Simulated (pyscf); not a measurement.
**Four-centre exchange: `[OH2]` + `[OH][SiH2][F]` -> `[OH][SiH2][F]` + `[OH2]`**

Gas phase, singlet surface, charge 0. Bonds broken: O1–H8, Si2–O7. Bonds formed: O1–Si2, O7–H8. Structures and frequencies: ωB97X-D3(BJ)/def2-SVP in PySCF. MP2 and CC: frozen core, UHF for open shells. ΔMP2 is the change of the MP2 total energy from the triple- to the quadruple-zeta basis.

Transition state (Å):

```xyz
9

O     -1.8150     0.8926    -0.7957
Si    -0.8123    -0.1381     0.4140
F      0.3875    -1.1102     1.0257
H     -2.6530     0.5049    -1.0738
H     -1.9440    -1.0812     0.6229
H     -0.5579     1.0481     1.2644
O      0.0902    -0.1357    -1.2232
H     -0.7040     0.5688    -1.5066
H      1.0376     0.0476    -1.2725
```

One imaginary mode, 769i cm⁻¹; descent along it reached the two sides named, in the forms told below.

| bond | change | reactant side (Å) | saddle | product side |
|---|---|---|---|---|
| O1–H8 | breaks | 0.970 | 1.358 | 2.021 |
| Si2–O7 | breaks | 1.684 | 1.869 | 3.0 |
| O1–Si2 | forms | 2.423 | 1.879 | 1.669 |
| O7–H8 | forms | 2.063 | 1.099 | 0.968 |

Electronic energies relative to the separated reactants (eV):

```tsv
level	barrier	reaction energy	reverse barrier
ωB97X-D3(BJ)/def2-TZVP	0.85	0.00	0.85
PBE/def2-TZVP	0.71	0.00	0.71
r²SCAN/def2-TZVP	0.75	0.00	0.75
B3LYP-D3(BJ)/def2-TZVP	0.88	0.00	0.88
PBE0-D3(BJ)/def2-TZVP	0.76	0.00	0.76
M06-2X/def2-TZVP	0.82	0.00	0.82
ωB97M-D3(BJ)/def2-TZVP	0.85	0.00	0.85
HF/def2-TZVP	1.58	0.00	1.58
MP2/def2-QZVPP	0.93	0.00	0.93
CCSD/def2-TZVPP	1.08	0.00	1.08
CCSD(T)/def2-TZVPP	0.98	0.00	0.98
CCSD(T)/def2-TZVPP + ΔMP2(QZVPP)	0.99	0.00	0.99
```

With CCSD(T)/def2-TZVPP + ΔMP2(QZVPP) energies and thermal terms (ideal gas, 1 atm, RRHO with modes under 100 cm⁻¹ raised to 100, one conformer, R ln 2 for chiral ones without a mode under 150 cm⁻¹), in eV:

| T (K) | ΔH‡ | ΔG‡ | ΔH | ΔG |
|---|---|---|---|---|
| 298 | 0.96 | 1.45 | 0.00 | 0.00 |
| 600 | 0.96 | 1.96 | 0.00 | 0.00 |
| 900 | 0.98 | 2.46 | 0.00 | 0.00 |
| 1200 | 1.01 | 2.94 | 0.00 | 0.00 |

On the reactant side the descent ends in a complex, 0.22 eV under the separated species and 1.07 eV under the saddle at ωB97X-D3(BJ)/def2-TZVP. This is the saddle that the search found; another between the same sides may lie lower. The CCSD(T) − MP2 part came from Ansatz, without density fitting, on the same reference.
